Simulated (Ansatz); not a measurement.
SiHF2 (SMILES F[SiH]F): methods side by side

SiHF2: 4 atoms, total charge 0, spin state doublet. As SMILES, `F[SiH]F`. The shape is that of a GFN2-xTB optimisation.

Quantity: the vertical ionisation energy (to the singlet cation), in eV. The values are calculated.

| level | kind | program | value (eV) | less FCI/STO-3G | CPU time (all runs) |
| --- | --- | --- | --- | --- | --- |
| UHF/STO-3G | Hartree–Fock | Ansatz | 6.51 | +1.52 | 0.2 s |
| UBLYP/STO-3G | GGA | Ansatz | 5.51 | +0.52 | 1.5 s |
| U-r2SCAN/STO-3G | meta-GGA | Ansatz | 5.96 | +0.97 | 3.5 s |
| U-r2SCAN0/STO-3G | hybrid meta-GGA | Ansatz | 6.37 | +1.38 | 3.6 s |
| U-wB97X/STO-3G | range-separated hybrid | Ansatz | 6.20 | +1.21 | 8.6 s |
| RPA@PBE/STO-3G | RPA | Ansatz | 4.53 | -0.46 | 1.9 s |
| UMP2/STO-3G | perturbation theory | Ansatz | 5.38 | +0.39 | 0.2 s |
| UCCSDT(Q)/STO-3G | coupled cluster or CI | Ansatz | 4.98 | -0.01 | 1 s |
| FCI/STO-3G | exact in the basis | Ansatz | 4.99 | 0.00 | 2.5 s |

FCI/STO-3G is exact within its basis and frozen core, so for wave-function methods in that basis the difference is their error; functionals converge differently with the basis, so for them it is only a difference. The values span 4.53 to 6.51 eV. All rows use very small basis sets, so even the best lies far from the true value. CPU times are rough (shared hosts, several kinds of processor): they show what a rung costs within a factor of a few.
